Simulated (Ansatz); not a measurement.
A calculation with Ansatz (development build ahead of 0.2.0).

```yaml
crystal:
  periodic: [false, false, false]
  atoms:
    - { symbol: C, position_ang: [-0.00148, -0.04486, -0.73936] }
    - { symbol: C, position_ang: [0.02995, -0.0285, 0.75877] }
    - { symbol: C, position_ang: [-0.01541, 1.11934, -1.43066] }
    - { symbol: C, position_ang: [0.03221, -1.08352, 1.50086] }
    - { symbol: H, position_ang: [-0.00166, -0.9441, -1.25725] }
    - { symbol: H, position_ang: [-0.04216, 0.98614, 1.19424] }
    - { symbol: H, position_ang: [-0.02699, 1.05955, -2.6108] }
    - { symbol: H, position_ang: [-0.00486, 2.15018, -0.99321] }
    - { symbol: H, position_ang: [-0.02778, -1.10137, 2.54537] }
    - { symbol: H, position_ang: [0.01755, -2.08778, 0.97927] }
basis:
  gaussian: { orbitals: cc-pVDZ }
hamiltonian:
  xc: hf
correlation:
  method: mp2
  frozen_orbitals: { C: 1, H: 0 }
```

The input is written out in the form of the current development build from the run's settings.

Results

| Item | Value |
| --- | --- |
| Converged | yes |
| Reference energy | -154.91824 hartree |
| Correlation energy | -0.53440 hartree |
| Total energy | -155.45264 hartree |
| Spin squared of the determinant | 0.000 |
